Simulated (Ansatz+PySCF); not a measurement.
A calculation with Ansatz (development build ahead of 0.2.0).

```yaml
crystal:
  periodic: [false, false, false]
  atoms:
    - { symbol: O, position_ang: [0.0, 0.0, 0.0] }
    - { symbol: Si, position_ang: [1.07663, 1.4355, 3.10795] }
basis:
  gaussian: { orbitals: STO-3G }
magnetization:
  initial_magnetization: 2
hamiltonian:
  xc: hf
correlation:
  method: fci
  frozen_orbitals: { O: 1, Si: 5 }
```

The input is written out in the form of the current development build from the run's settings.

Results

| Item | Value |
| --- | --- |
| Converged | yes |
| Total energy | -359.28455 hartree |
| State | lowest triplet root, of any spatial symmetry |
